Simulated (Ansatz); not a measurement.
**Worked example: C6H10 → 2 C3H5**

Species: C6H10 `C=CCCC=C`, singlet; C3H5 `[CH2]C=C`, doublet. 

Shapes, held fixed at every level: PBE0-D4/def2-TZVP. Flexible molecules stand in one conformer, not always the lowest. Programs: Ansatz 0.2.0. The zero-point and thermal change to 298 K, harmonic and unscaled (PBE0-D4/def2-TZVP), is -22.4 kJ/mol.

At B2PLYP/def2-TZVPP; 1 Eh = 2625.50 kJ/mol:

```
species  energy (Eh)
  C6H10  -234.472922
   C3H5  -117.188320
```

**Question.** Work out ΔH(298 K) of the reaction at this level.

**Answer.** 
1. Products less reactants: 2 × (-117.188320) − [(-234.472922)] = 0.096282 Eh = +252.8 kJ/mol.
2. With the thermal change: +252.8 + (-22.4) = +230.4 kJ/mol.

Other levels give +93.2 (HF/def2-TZVPP) to +248.3 kJ/mol (wB97X-V/def2-TZVPP). No measured value is set beside it here. Spin contamination: C3H5 (⟨S²⟩ up to 0.95). Open shells run unrestricted unless RO is named.
